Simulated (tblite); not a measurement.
Compound: C3H11P3.
Numbering: `[CH3:1][P:2]([PH2:3])[CH2:4][CH2:5][PH2:6]` (hydrogens: H7, H8, H9 on C1; H10, H11 on P3; H12, H13 on C4; H14, H15 on C5; H16, H17 on P6)

Cartesian coordinates in Å at the GFN2-xTB level; atoms count from 1:
```
atom  x, y, z in Å
C1    -1.5980    1.3293   -0.4299
P2    -1.1218   -0.4548   -0.6002
P3    -2.3222   -1.2280    1.0429
C4     0.5001   -0.4160    0.3320
C5     1.6006    0.2336   -0.4920
P6     3.2683    0.2131    0.3335
H7    -2.6493    1.4352   -0.6941
H8    -1.0109    1.9262   -1.1257
H9    -1.4422    1.6867    0.5873
H10   -1.9833   -2.5489    0.7636
H11   -3.4708   -1.3011    0.2592
H12    0.7650   -1.4552    0.5551
H13    0.3655    0.1098    1.2832
H14    1.3622    1.2806   -0.7018
H15    1.7062   -0.2733   -1.4562
H16    3.2226   -1.1340    0.6941
H17    2.8011    0.6090    1.5876
```

All values are computed: GFN2-xTB (tblite) harmonic vibrations without scaling, gas phase. This tight-binding method is rough: wavenumbers can miss measured ones by several per cent, in bad cases by 10 to 20. Modes of hydrogen on phosphorus can be 10 to 20 % off. One conformer, not necessarily the lowest.

Harmonic wavenumbers (cm⁻¹): 58.8, 66.1, 92.5, 135.6, 171.0, 188.6, 202.3, 238.6, 243.2, 303.8, 499.4, 668.9, 689.1, 705.0, 723.7, 742.3, 771.7, 776.8, 867.2, 873.2, 888.8, 957.5, 1055.6, 1088.3, 1122.5, 1147.1, 1186.5, 1236.6, 1271.5, 1317.0, 1434.6, 1440.0, 1449.2, 1456.8, 2254.7, 2260.7, 2326.3, 2326.9, 2914.0, 2929.3, 2939.3, 2954.7, 2987.4, 3004.1, 3011.5.

A = 3672, B = 720.2, C = 650.7 MHz; mass 140.007 u (most abundant isotopes); point group C1, symmetry number 1.

Q: Zero-point energy?

A: ½Σν̃ = 27989 cm⁻¹ = 334.83 kJ/mol.

Q: Give the ideal-gas entropy at 500 K and 1 bar in the rigid-rotor, harmonic-oscillator model (classical rotation).

A: Translation 181.23, rotation 130.35, vibration 208.40: S = 520.0 J/(mol K).

Q: And Cp and H(500 K) − H(0)?

A: Cp = 221.89 J/(mol K), of which vibrations give 188.63 (their classical limit is 45 R = 374.2); H(500 K) − H(0) = 68.32 kJ/mol without the zero-point energy, 51.69 from vibrations.

Q: How do the functions run with temperature in this model?

A: 
```json
{"T (K)": "100", "S (J/(mol K))": "297.3", "Cp (J/(mol K))": "85.4", "H − H(0) (kJ/mol)": "5.75", "G − H(0) (kJ/mol)": "-23.98", "ln q(vib)": "1.80"}
{"T (K)": "200", "S (J/(mol K))": "367.7", "Cp (J/(mol K))": "120.8", "H − H(0) (kJ/mol)": "16.11", "G − H(0) (kJ/mol)": "-57.43", "ln q(vib)": "4.72"}
{"T (K)": "300", "S (J/(mol K))": "423.6", "Cp (J/(mol K))": "157.6", "H − H(0) (kJ/mol)": "30.02", "G − H(0) (kJ/mol)": "-97.05", "ln q(vib)": "7.48"}
{"T (K)": "800", "S (J/(mol K))": "639.0", "Cp (J/(mol K))": "284.3", "H − H(0) (kJ/mol)": "145.04", "G − H(0) (kJ/mol)": "-366.19", "ln q(vib)": "19.70"}
{"T (K)": "1000", "S (J/(mol K))": "705.6", "Cp (J/(mol K))": "311.9", "H − H(0) (kJ/mol)": "204.80", "G − H(0) (kJ/mol)": "-500.80", "ln q(vib)": "23.98"}
```

q(vib) and H(0) count from the zero-point level.

Q: Which modes carry the vibrational entropy at 500 K?

A: 58.8 cm⁻¹: 23.10; 66.1 cm⁻¹: 22.13; 92.5 cm⁻¹: 19.34; 135.6 cm⁻¹: 16.19; 171.0 cm⁻¹: 14.29; 188.6 cm⁻¹: 13.50 J/(mol K); the other 39 give 99.85 together.

Q: Blend soft modes into free rotors: weight 1/[1 + (100 cm⁻¹/ν̃)⁴] for the oscillator and the rest for a rotor with moment μB/(μ + B), μ = h/(8π²ν), B = 10⁻⁴⁴ kg m². What vibrational entropy results?

A: 192.86 J/(mol K) in place of 208.40, which changes −T·S at 500 K by +7.77 kJ/mol.

Hindered rotation and anharmonicity are outside this model. Other conformers, if any are populated, would add a mixing term that is left out. The structure is chiral; the term R ln 2 for an equal mix with its mirror image is left out.
